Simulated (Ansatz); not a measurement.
## Telling isomers of C2H6O apart by their spectra

These gas-phase data were calculated for one isomer of C2H6O at B3LYP/6-31G* (harmonic, unscaled wavenumbers; equilibrium rotational constants with average atomic masses):

```
rotational constants            : 34.96, 9.351, 8.131 GHz
all wavenumbers above 1500 cm⁻¹ : 3747, 3133, 3128, 3058, 3006, 2982, 1561, 1532, 1514
dipole moment                   : 1.57 D (PBE0/def2-TZVPD)
```

Candidates:

(1) `COC`, a singlet
(2) `CCO`, a singlet

Which candidate do the data belong to?

Candidate (2). The band at 3747 cm⁻¹ lies where the O–H stretch is expected; (1) has no mode between 3300 and 4000 cm⁻¹.

The same quantities for all candidates:

```tsv
	rotational constants (GHz)	wavenumbers above 1500 cm⁻¹	dipole (D)	E above the lowest, B3LYP/6-31G* (kcal/mol)
(1)	39.2, 10.01, 8.872	3135, 3133, 3023, 3020, 2989, 2974, 1549, 1528, 1519, 1519, 1510	1.25	5.3
(2)	34.96, 9.351, 8.131	3747, 3133, 3128, 3058, 3006, 2982, 1561, 1532, 1514	1.57	0.0
```

Harmonic stretches to hydrogen usually lie a few per cent above observed fundamentals. Each candidate is one conformer. Programs: Ansatz 0.2.0.
